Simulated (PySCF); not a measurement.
## `S=C=S`: ΔSCF against reference XPS values

What was measured (core binding energies): S 2p3/2 of S1/S3 169.80 eV [1]; S 2p3/2 of S1/S3 169.98 eV [2]; C 1s of C2 293.10 eV [3]; S 1s of S1/S3 2478.10 eV [5]; S 1s of S1/S3 2478.10 eV [6]. Sources and the comparison follow the method.

Species: CS₂.
Cartesian coordinates in Å at the PBE0-D3(BJ)/def2-SVP level; atoms count from 1:
```
atom  x, y, z in Å
S1    -1.560    0.123    0.007
C2    -0.005    0.071   -0.007
S3     1.549    0.019   -0.021
```

Computed, not measured: delta-SCF UKS SCAN, pcX-2 on the ionised atom, pcseg-1 elsewhere, spin-free X2C in PySCF 2.14.0. These are vertical core ionisation energies against the vacuum level, from separate self-consistent calculations with and without the core hole.

```json
{"atom": "S1/S3", "environment": "sulfur bonded to C", "level": "S 2p3/2", "this calculation (eV)": "170.17", "reference (eV)": "169.80", "difference (eV)": "+0.37", "source": "[1]"}
{"atom": "S1/S3", "environment": "sulfur bonded to C", "level": "S 2p3/2", "this calculation (eV)": "170.17", "reference (eV)": "169.98", "difference (eV)": "+0.19", "source": "[2]"}
{"atom": "C2", "environment": "central carbon of cumulated double bonds", "level": "C 1s", "this calculation (eV)": "293.43", "reference (eV)": "293.10", "difference (eV)": "+0.33", "source": "[3]"}
{"atom": "S1/S3", "environment": "sulfur bonded to C", "level": "S 1s", "this calculation (eV)": "2478.01", "reference (eV)": "2478.00", "difference (eV)": "+0.01", "source": "[4]"}
{"atom": "S1/S3", "environment": "sulfur bonded to C", "level": "S 1s", "this calculation (eV)": "2478.01", "reference (eV)": "2478.10", "difference (eV)": "-0.09", "source": "[5]"}
{"atom": "S1/S3", "environment": "sulfur bonded to C", "level": "S 1s", "this calculation (eV)": "2478.01", "reference (eV)": "2478.10", "difference (eV)": "-0.09", "source": "[6]"}
```

[1] measured, gas; Jolly et al., Core electron binding energies of thiazyl fluoride (Lawrence Berkeley Laboratory report, escholarship qt4fd2758m) Note: scanned report of the 1970s; older calibration.
[2] measured, gas; Vidal, Pokhilko, Krylov, Coriani, J. Phys. Chem. Lett. 2020, 11, 8314
[3] measured, gas; Theoretical prediction of core-level binding energies: analysis of unexpected errors, J. Phys. Chem. A 2024 (PMC10860126)
[4] computed, SFX2C-1e-ΔCCSD(T)/cc-pCVTZ-unc* + high-level relativistic corrections, gas; Zheng, Zhang, Jin, Southworth, Cheng, Phys. Chem. Chem. Phys. 2022, 24, 13587
[5] measured, gas; Cunha, Hait, Kang, Mao, Head-Gordon, J. Phys. Chem. Lett. 2022, 13, 3438 (arXiv:2111.08405)
[6] measured, gas; Zheng, Zhang, Jin, Southworth, Cheng, Phys. Chem. Chem. Phys. 2022, 24, 13587

**Question.** How far is it from the measured entries?

**Answer.** Over the 4 different measured values (3 distinct lines) the mean signed difference is +0.20 eV, the mean unsigned one 0.24 eV and the largest 0.37 eV; the computed references in the table aren't counted. The calculation is vertical and has no vibrational structure, and measured positions depend on the energy calibration.

The first atom of each set that the bonding makes equivalent was ionised and stands for the set. For 2p shells one spin-free hole was relaxed; a mean-field spin–orbit operator and the ground-state splitting of the three 2p orbitals were then diagonalised within the shell. The shell's mean is (2 × 2p3/2 + 2p1/2)/3, and the degeneracies 2j + 1 give areas of 2:1. 2p1/2 minus 2p3/2 (ligand field included): S 1.23 eV. Isolated species at its PBE0-D3(BJ)/def2-SVP geometry, gas phase.

Time: 3.8 s wall; peak memory 0.42 GiB. Hardware: one thread, Intel Xeon Platinum 8375C at 2.90 GHz (x86_64), on a shared host.
